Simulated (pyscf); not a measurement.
Thermochemistry of product channels of `[CH3][CH2][Br]` + `[CH3]` [doublet] on the doublet surface, in eV, from CCSD(T)/def2-TZVPP + ΔMP2(QZVPP) energies (ideal gas, 1 atm, RRHO with modes under 100 cm⁻¹ raised to 100, one conformer, R ln 2 for chiral ones without a mode under 150 cm⁻¹). PySCF, gas phase, ωB97X-D3(BJ)/def2-SVP geometries. Correlated levels are frozen-core, on RHF or UHF. ΔMP2 is the change of the MP2 total energy from the triple- to the quadruple-zeta basis.

| products | ΔE | ΔH(298 K) | ΔG(298 K) | ΔG(600 K) |
|---|---|---|---|---|
| `[CH3][CH3]` + `[CH2][Br]` [doublet] | -0.01 | +0.02 | 0.00 | -0.01 |
| `[CH2][CH2][Br]` [doublet] + `[CH4]` | -0.21 | -0.19 | -0.19 | -0.19 |
| `[CH3][CH2][CH3]` + `[Br]` [doublet] | -0.78 | -0.60 | -0.47 | -0.32 |

These are energies of the channels, which say nothing of barriers. The CCSD(T) − MP2 part came from Ansatz, without density fitting, on the same reference. The frozen core leaves the outer d or s,p core shells of the metals and heavy elements correlated in the MP2 and CC values, and def2-TZVPP describes them poorly, which can shift differences by a few kcal/mol. Left out: orbital degeneracy and the spin-orbit lowering of Br, which is large for Br, Se, Te and I. Elements up to Kr have no core potential and no relativistic terms here.
